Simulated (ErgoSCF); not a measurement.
**BHCl2 (SMILES ClBCl): UBPW91(Ergo)/6-31G (sparse threshold 1e-10)**

We compute a single-point energy of BHCl2. 

The results are computed with ErgoSCF 3.8.

7 further runs of the same task are left out: 4 that didn't finish, 3 set aside as unsound or not needed.

### Step 1. The structure to begin with

The species is BHCl2 (4 atoms), meant as a singlet with charge 0. As SMILES, `ClBCl`. The coordinates come from a GFN2-xTB relaxation.

Bond lengths: Cl1–B2 1.701 Å, B2–Cl3 1.701 Å, B2–H4 1.174 Å. Angles: Cl1–B2–Cl3 120.2°, Cl1–B2–H4 119.9°, Cl3–B2–H4 119.8°.

### Step 2. The energy at UBPW91(Ergo)/6-31G (sparse threshold 1e-10)

The input, geom.xyz:

```xyz
4

Cl    -1.497150    -0.669100    -0.016060
B      0.010160     0.117640    -0.055190
Cl     1.368780    -0.598620     0.674810
H      0.118210     1.150080    -0.603560
```

Command:

```sh
ergo -m geom.xyz -e 'set_nthreads(1)' -e 'basis = "6-31G"' -e 'tmpdir = "."' -e 'scf.use_diagonalization = 1' -e 'scf.output_mulliken_pop = 1' -e 'scf.starting_guess_disturbance = 0.1' -e 'mat.sparse_threshold = 1e-10' -e 'scf.force_unrestricted = 1' -e 'scf.max_number_of_iterations = 68' -e 'scf.convergence_threshold = 1e-06' -e 'run "BPW91"'
```

Standard output:

```text
[...]
INDF Weighted mixed functional:
[...]
INSC Energy   1 =       -690.31626039100
[...]
INDE E_LUMO =         -0.09312335705
[...]
INSC Energy  22 =       -945.85370790494  ( diff     -0.000000000043428 )
[...]
RESC CONVERGED after  22 iterations.
RESC FINAL ENERGY:       -945.85370790494
RESC FINAL <S2> =          0.00000000011
[...]
INSC SCF: dipole_moment_x [atomic units] =       0.01846832
INSC SCF: dipole_moment_y [atomic units] =       0.19135336
INSC SCF: dipole_moment_z [atomic units] =      -0.09586601
[...]
```

Wall time 13 s (1 thread of Intel Xeon at 2.50GHz (Skylake/Cascade Lake), shared host); peak memory 0.27 GiB.

### Step 3. Outcome

Level: UBPW91(Ergo)/6-31G (sparse threshold 1e-10).

| quantity | value |
| --- | --- |
| total energy | -945.85371 Eh |
| dipole moment | 0.55 D |
